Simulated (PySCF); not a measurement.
Start geometry of `C1=CSC=C1` from GFN2-xTB (Å):
```
atom  x, y, z in Å
C1    -0.725   -0.680   -0.009
C2     0.661   -0.741   -0.016
C3     1.237    0.482   -0.004
S4     0.137    1.761    0.019
C5    -1.193    0.620   -0.004
H6    -1.397   -1.508   -0.028
H7     1.221   -1.665   -0.027
H8     2.318    0.727    0.004
H9    -2.202    0.988    0.031
```

Question: What comes out of this run: PBE0-D3(BJ)/def2-SVP geometry optimisation, gas phase in PySCF 2.14.0?

Answer: 
```
atom  x, y, z in Å
C1    -0.6817   -0.5300    0.5434
C2     0.6852   -0.7076    0.1850
C3     1.1595    0.3165   -0.5922
S4    -0.0533    1.4942   -0.8928
C5    -1.2121    0.6230    0.0269
H6    -1.2502   -1.2279    1.1596
H7     1.2940   -1.5596    0.4908
H8     2.1587    0.4399   -1.0079
H9    -2.2245    1.0087    0.1398
```

The energy falls by 2.6 kcal/mol over 9 energy and gradient evaluations, the largest force component goes from 0.0413 to 2.2e-04 Eh/bohr, and the atoms move by 0.025 Å rms after alignment. The bond that changes most is C1–C2 (both ends aromatic CH carbon), which lengthens by 0.037 Å. Bonds longer at the end by more than 0.005 Å: 6 of 9; shorter: 3. Among the angles that change most is C2–C3–S4, from 114.1° to 111.6°. Rotational constants go from 8302, 5341, 3250 to 8043, 5408, 3234 MHz. The orientation of the end geometry is arbitrary; only internal coordinates are fixed.

The run used 94 basis functions and 67 SCF cycles in all. Hardware: an Intel Xeon 6975P-C with one thread (shared host). Cost: 17 s, 0.40 GiB resident at most.

PBE0-D3(BJ)/def2-SVP frequencies: not computed here.
